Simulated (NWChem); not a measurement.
hydrogen sulfide (H₂S); SMILES S

All runs: NWChem. Pople sets run with spherical d functions. Each level has its own optimisation. Entropies are gas-phase, rigid-rotor, harmonic values for NWChem's default masses at 298.15 K and 1 bar, so the errors hold that model's part too (torsions, anharmonicity).

Measured entropy at 1 bar: 49.2 cal/(mol K) (CRC Handbook, as tabulated in the package chemicals).

```
level                entropy at 1 bar (cal/(mol K))  computed − measured
-------------------  ------------------------------  -------------------
B3LYP/6-31G*                                   49.2                  0.0
Hartree-Fock/STO-3G                            49.0                 -0.2
BP86/def2-TZVP                                 49.2                  0.0
PBE-D3(BJ)/def2-SVP                            49.2                  0.0
```
